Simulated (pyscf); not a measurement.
PySCF, gas phase, ωB97X-D3(BJ)/def2-SVP geometries. MP2 and CC: frozen core, UHF for open shells. ΔMP2 is the change of the MP2 total energy from the triple- to the quadruple-zeta basis.

Task: List the bond dissociation enthalpies at 298 K of Cl–GeH₃ (SMILES [Cl][GeH3]) from CCSD(T)/def2-TZVPP + ΔMP2(QZVPP), from the weakest bond up.

Result: Ge–H to Cl–GeH₂• + H•: 85.3 kcal/mol; Cl–Ge to Cl• + GeH₃•: 97.3 kcal/mol. Ring and multiple bonds, and those that leave no two simple radicals, are not listed. The CCSD(T) − MP2 part came from Ansatz, without density fitting, on the same reference. The frozen core leaves the outer d or s,p core shells of the metals and heavy elements correlated in the MP2 and CC values, and def2-TZVPP describes them poorly, which can shift differences by a few kcal/mol. Left out: the spin-orbit lowering of Cl. Elements up to Kr have no core potential and no relativistic terms here.
